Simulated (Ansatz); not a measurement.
**BNH₃ (quartet): the correlation ladder at distance B1–H4 along a hydrogen transfer = 1.513 Å, cc-pVTZ**

How much of the correlation energy of BNH₃ (quartet) does each wave-function method recover here?

Method: cc-pVTZ, correlated electrons: outside noble gas; program: Ansatz 0.2.0, Gaussian basis.

To be run: UHF; CCSD(T) on ROHF; CCSD(T) on UHF; BCCD(T) on ROHF; CCSDT(Q) on ROHF; CCSDT(Q) on UHF; CASSCF and NEVPT2, 5 electrons in 5 orbitals.

### Step 1. What is computed

The geometry derives from fragments relaxed apart (PBE0/def2-TZVP) and kept rigid, so it is no stationary point. A hydrogen atom is moved between rigid fragments.

5 atoms, charge 0, spin multiplicity 4.

Atoms are counted from 1 here; the program's logs count them from 0.

Bond lengths: B1–H2 1.193 Å, B1–H3 1.193 Å, H4–N5 1.040 Å. Angles: H2–B1–H3 120.0°.

In the tables R marks a restricted open-shell determinant and U an unrestricted one; 'pair' is the active space of 5 electrons in 5 orbitals; correlation energies count from the lowest restricted Hartree-Fock solution.

### Step 2. UHF

The input, in.yaml:

```yaml
crystal:
  periodic: [false, false, false]
  atoms:
    - {symbol: B, position_ang: [-1.295948, 0.000000, 0.000000]}
    - {symbol: H, position_ang: [-1.892682, 1.033571, 0.000000]}
    - {symbol: H, position_ang: [-1.892682, -1.033571, 0.000000]}
    - {symbol: H, position_ang: [0.217052, 0.000000, 0.000000]}
    - {symbol: N, position_ang: [1.257052, 0.000000, 0.000000]}
basis:
  gaussian: {orbitals: cc-pVTZ}
magnetization: {spin_polarized: true, initial_magnetization: 3}
hamiltonian: {xc: hf}
output: {orbitals: {seedname: orbitals}}
```

Started as:

```sh
ansatz run in.yaml --threads 1 --pin off --events-out ev --progress --plain --max-ram 2816MiB --backend cpu
```

After this run come: CCSD(T) on ROHF; CCSD(T) on UHF; BCCD(T) on ROHF; CCSDT(Q) on ROHF; CCSDT(Q) on UHF; CASSCF and NEVPT2, 5 electrons in 5 orbitals.

**Question.** What will the summary of the whole plan be? Wanted: correlation energy, UCCSDT(Q); RMP2 from UCCSDT(Q); UMP2 from UCCSDT(Q); RCCSD from UCCSDT(Q); RCCSD(T) from UCCSDT(Q); UCCSD(T) from UCCSDT(Q); RCCSDT(Q) from UCCSDT(Q); T1 diagnostic.

**Answer**, as computed:

| quantity | value |
| --- | --- |
| correlation energy, UCCSDT(Q) | -7.8853 eV |
| RMP2 from UCCSDT(Q) | +116.9 kJ/mol |
| UMP2 from UCCSDT(Q) | +121.6 kJ/mol |
| RCCSD from UCCSDT(Q) | +23.5 kJ/mol |
| RCCSD(T) from UCCSDT(Q) | +3.5 kJ/mol |
| UCCSD(T) from UCCSDT(Q) | +3.4 kJ/mol |
| RCCSDT(Q) from UCCSDT(Q) | +0.3 kJ/mol |
| levels of the table within 1 kcal/mol (43 meV) | RCCSD(T), UCCSD(T), BCCD(T), RCCSDT, UCCSDT, RCCSDT(Q) |
| T1 diagnostic | 0.022 |

In words: RCCSD(T) lands +3.5 kJ/mol from the yardstick (0.5 % of the correlation energy). These misses are within one basis, not against nature; the frozen cores of restricted and unrestricted runs differ, which can shift their rows.
